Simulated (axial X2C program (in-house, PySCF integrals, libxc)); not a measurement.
## What spin–orbit coupling does to SiCl⁻

Calculated with an in-house all-electron X2C program for linear molecules (integrals from PySCF). Spin-free means the one-electron spin-free X2C Hamiltonian; two-component (2c) means X2C with spin–orbit coupling and atomic mean-field two-electron Coulomb and Gaunt terms, so the difference of the two also holds small scalar two-electron terms. Basis: Cl dyall-av3z [9s8p3d2f], Si dyall-av3z [9s8p3d2f] (cores contracted in-house); Gaussian nuclei, density fitting, unrestricted open shells. Masses: Cl 34.969 u, Si 27.977 u.

Spin-free state: M_S = 1, Λ = 0 (beyond evenly filled blocks: π+α, π-α); fragments Cl- + Si.

```tsv
level	Re (Å)	ωe (cm⁻¹)	De (eV)	μ (D)
PBE0	2.243	369.4	2.162	-2.79
HF	2.289	334.8	1.542	-2.21
MP2	2.255	362.4	1.962	n/a
CCSD	2.267	355.0	1.908	n/a
CCSD(T)	2.267	356.0	1.953	n/a
B3LYP	2.276	340.6	1.910	-2.62
```

Correlated methods: 12 electrons correlated (number of frozen shells: Cl 2 s, 1 p; Si 2 s, 1 p), 198 virtual spin orbitals or spinors in MP2, 90 natural virtuals in coupled cluster.

Dipoles are positive if Si is the positive end and refer to the centre of mass.

Two-component determinant lowest at the distance of the search:

Ω = 1 (⟨Sz⟩ = 1.00, ⟨Lz⟩ = 0.00 at HF); fragments Cl- + Si.

```csv
level,Re (Å),ωe (cm⁻¹),De (eV),μ (D)
PBE0,2.243,369.3,2.162,-2.80
HF,2.290,334.6,1.539,-2.21
MP2,2.256,362.3,1.974,n/a
CCSD,2.267,353.8,1.911,n/a
CCSD(T),2.267,355.0,1.956,n/a
B3LYP,2.277,340.5,1.909,-2.62
```

(1) From the two tables, how do the constants change at the CCSD(T) level (2c against spin-free)?

Occupations by symmetry block were frozen at the best pattern of an incomplete PBE0 search. De is counted from the lowest determinant-based energies of the atoms at the same level, without counterpoise correction. Density functionals use the spin component along the axis (collinear). CCSD and (T) use frozen natural virtuals with an MP2 correction for the truncation; (T) itself is uncorrected, so its De runs slightly low. In 2c an atomic determinant is not the ground J level, so De misses part of the atomic spin–orbit lowering. This holds for PBE0, MP2, CCSD, CCSD(T), B3LYP. Other states lie close and PBE0, whose exact exchange favours high spin, may order them wrongly; the determinant shown need not be the ground state. The nearest other spin-free determinant of the search, M_S = 0, Λ = 2, lies 0.74 eV up at the distance of the search. The functionals have no current-density term, which raises determinants with orbital currents, atoms included. With several unpaired electrons one determinant need not be a pure state. Open-shell Ω = 0 determinants with evenly filled partner blocks cannot be reached by this program, so the Ω shown need not be the lowest component. This is the Ω = 1 component of a π² triplet; the 0⁺ component is not one determinant and can lie lowest. The highest occupied level of some functionals is positive through self-interaction error; at Hartree–Fock it is bound. Hartree–Fock gets electron affinities wrong, so its lowest charge split need not be the true one.

Results:

(1) At the CCSD(T) level Re is unchanged within 0.001 Å and ωe decreases by 1.0 cm⁻¹; De is not compared, since the atomic limits differ or miss part of their spin–orbit lowering.
